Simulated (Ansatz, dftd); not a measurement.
Reaction: CH4S (methanethiol, SMILES CS) → CH3S (SMILES [CH2]S, doublet) + H (doublet) (the C-H bond breaks)
Each species at its own B3LYP-D3(BJ)/def2-TZVP minimum (Ansatz, an electronic-structure program).

Property: bond dissociation energy (electronic), in kcal/mol. Open shells are spin-unrestricted; no spin-orbit coupling. CBS(X,Y): correlation extrapolated as X^-3, Hartree-Fock from the larger set (Q,5: extrapolated as (X+1)exp(-9√X)). A bracket is a step between two methods taken in the basis named. The functionals are non-relativistic, so their misses hold any scalar relativity. Double hybrids freeze cores in their MP2 part. '+ core + X2C': CCSD(T) terms for core correlation (cc-pwCVTZ, 1s frozen past Ne) and scalar relativity (cc-pVTZ-DK). For partners of very few electrons the exact lower level stands in for a higher one.

Compared with CCSD(T)/CBS(cc-pV(Q+d)Z,cc-pV(5+d)Z) + [CCSDT(Q) - CCSD(T)]/cc-pV(D+d)Z + core + X2C (Ansatz).

### Question
Rank these levels by how close they come to it, closest first: r2SCAN-D3(BJ)/def2-TZVPD (Ansatz + dftd3); PBE0-D3(BJ)/def2-TZVPD (Ansatz + dftd3); B2GP-PLYP-D4/def2-TZVPD (Ansatz + dftd4); B2PLYP/def2-TZVPD (Ansatz).

### Answer
B2GP-PLYP-D4/def2-TZVPD (100.0 kcal/mol, difference -2.3), B2PLYP/def2-TZVPD (99.7 kcal/mol, difference -2.6), PBE0-D3(BJ)/def2-TZVPD (98.4 kcal/mol, difference -3.9), r2SCAN-D3(BJ)/def2-TZVPD (96.8 kcal/mol, difference -5.5)
